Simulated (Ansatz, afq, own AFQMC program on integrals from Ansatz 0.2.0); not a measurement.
Two steps: Ansatz 0.2.0 writes the Fock matrix and Cholesky factors of the valence space, and afq projects on them the lowest state that overlaps trial and start.

```yaml
crystal:
  periodic: [false, false, false]
  atoms:
    - {symbol: Ge, position_ang: [0.000000, 0.000000, 0.000000]}
    - {symbol: H, position_ang: [0.831290, 1.531243, 1.529267]}
    - {symbol: H, position_ang: [-0.843967, -1.524970, 1.528592]}
    - {symbol: H, position_ang: [-0.828210, 1.526640, -1.535527]}
    - {symbol: H, position_ang: [0.840887, -1.532913, -1.522332]}
basis:
  gaussian: {orbitals: 6-31G}
total_charge: 1
magnetization: {spin_polarized: true, initial_magnetization: 1}
correlation: {method: ccsd_t, electrons: outside_noble_gas, hamiltonian_folder: ham}
```

```sh
$ ansatz run in.yaml --threads 1 --pin off --events-out ev --progress --plain --max-ram 16896MiB --backend cuda --devices 0, --max-vram 18GiB
```

Options of the walk:

```
--method phaseless --trial cisd --walkers 80 --populations 1 --least-time 40 --time-step 0.02 --steps-per-block 50 --equilibration-blocks 10 --max-blocks 20 --target-error 0.00128 --factor-cut 1e-05 --start spin_pure --seed 1227 --taylor-order 4
```

Times are imaginary, in 1/Eh. The walk had a cap of 60 s. Filled inner d shells are frozen with the cores.

```
orbitals 23  electrons 4 3  factors 163 of 386
reference energy -2076.68231256 Eh
CCSD correlation -0.13888266 Eh in 15 cycles, weight of the determinant in the CISD state 0.4988
energy of the start -2076.790784 Eh
 block  time / (1/Eh)  mean weight  energy / Eh
     1     1.000  0.9979  -2076.807300
     2     2.000  1.0001  -2076.815010
     3     3.000  1.0002  -2076.817666
     4     4.000  1.0027  -2076.818369
     5     5.000  0.9956  -2076.824070
     6     6.000  0.9989  -2076.824179
     7     7.000  1.0003  -2076.829159
     8     8.000  1.0012  -2076.824308
     9     9.000  0.9976  -2076.819544
    10    10.000  1.0001  -2076.824098
    11    11.000  0.9947  -2076.829607
    12    12.000  0.9968  -2076.824889
    13    13.000  1.0015  -2076.825206
    14    14.000  0.9955  -2076.824024
    15    15.000  0.9970  -2076.825159
    16    16.000  1.0035  -2076.821405
    17    17.000  1.0021  -2076.827449
    18    18.000  0.9940  -2076.830271
    19    19.000  0.9974  -2076.830769
    20    20.000  0.9992  -2076.832313
    21    21.000  0.9981  -2076.826342
    22    22.000  1.0025  -2076.821706
    23    23.000  1.0012  -2076.826535
    24    24.000  1.0011  -2076.830600
    25    25.000  0.9988  -2076.834426
    26    26.000  1.0000  -2076.826224
    27    27.000  0.9970  -2076.826178
    28    28.000  0.9987  -2076.827891
    29    29.000  0.9991  -2076.824068
    30    30.000  1.0041  -2076.828487
blocks merged  error / Eh  count
     1  0.000762  20
     2  0.000858  10
energy -2076.827175 +/- 0.000762 Eh
```

Q: Estimate how long the walk took on 1 × NVIDIA H100 80GB HBM3 with 2 threads of AMD EPYC 7R13 Processor (Zen 3) (shared host) (the card was shared).

A: 5.3 s of wall time.

The run failed at least one of its tests; the cautions name the faults.

Against this walk (error 20.7 meV) on the same determinant: CCSD(T) 62.7 meV lower, CCSDT(Q) 172.7 meV lower, CCSDTQ 173.5 meV lower, full CI 174.8 meV lower, a separate phaseless walk with a CISD trial and standard settings 44.9 ± 21.4 meV higher. The error is statistical and leaves out the bias of the constraint. The determinant has ⟨S²⟩ = 1.65, so the low cluster orders mix in higher spin, while the walk starts as a pure doublet. Full CI is exact here, so the walk's 175 meV above it is the walk's own error: the bias of the constraint with this trial, or a walk that hasn't relaxed. The determinant is a poor start (see the cautions), so the low cluster orders aren't to be relied on, and full CI is the sure value.

Cautions: constraint bias not in the error; error not settled; no relativity below Rb; no spin-orbit coupling; inner d shell frozen; an unrestricted solution with more broken spin lies lower (1.66 eV, ⟨S²⟩ 2.14); strong correlation (T1 0.153, weight of the determinant 0.50, largest double 0.25); unrestricted determinant spin contaminated (⟨S²⟩ 1.65 against 0.75); CCSD(T) is in doubt: in a space of 7 electrons in 8 natural orbitals full CI lies 128 meV below it; the bias of populations of 80 walkers isn't removed; the sampling time fell short of the least asked; the time-step error isn't removed.

CCSDT and higher add their correlation energy to the determinant of the CCSD(T) run, since their own runs factorise the integrals more tightly (a shift of under 2 meV). A walk keeps the symmetry of its determinant, which the program's search chose and which needn't be the lowest solution, so a lower state of the same spin and another symmetry isn't excluded.
